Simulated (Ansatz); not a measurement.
This geometry of C3H5N (9 atoms, charge 0, multiplicity 1) is a first-order saddle point.

Theory: RHF/def2-SVP in Ansatz.

```xyz
9
Properties=species:S:1:pos:R:3
C 1.423 -0.136 -0.199
C 0.308 0.490 0.135
C -1.055 0.076 -0.319
N -1.881 -0.593 0.340
H 2.387 0.200 0.163
H 1.420 -1.009 -0.842
H 0.351 1.367 0.775
H -1.352 0.406 -1.317
H -1.512 -0.847 1.246
```

Q: Which two structures does it join? (They come from a converged band through this point; their orientation in space is the band's.)

A: No bond is made or broken. The dihedral H7–C2–C3–N4 goes from -149 to 0°.

Initial state:

```xyz
9
Properties=species:S:1:pos:R:3
C 1.321 -0.221 0.027
C 0.309 0.631 -0.029
C -1.112 0.243 -0.226
N -1.680 -0.801 0.169
H 2.338 0.121 0.168
H 1.178 -1.290 -0.083
H 0.502 1.697 0.038
H -1.716 0.965 -0.778
H -1.052 -1.390 0.696
```

Final state:

```xyz
9
Properties=species:S:1:pos:R:3
C 1.481 0.012 -0.346
C 0.335 0.186 0.293
C -0.965 -0.258 -0.249
N -2.085 -0.126 0.297
H 2.421 0.347 0.072
H 1.523 -0.474 -1.315
H 0.319 0.676 1.262
H -0.927 -0.749 -1.222
H -2.012 0.339 1.191
```

Q: How far does it lie above each of them?

A: 0.133 eV above the first and 0.252 eV above the second. This is the barrier of this one path; another mechanism may lie lower.

The run took 73 s on 1 thread of Intel(R) Xeon(R) Platinum 8488C (Sapphire Rapids), on a shared host, peak memory 0.17 GiB.
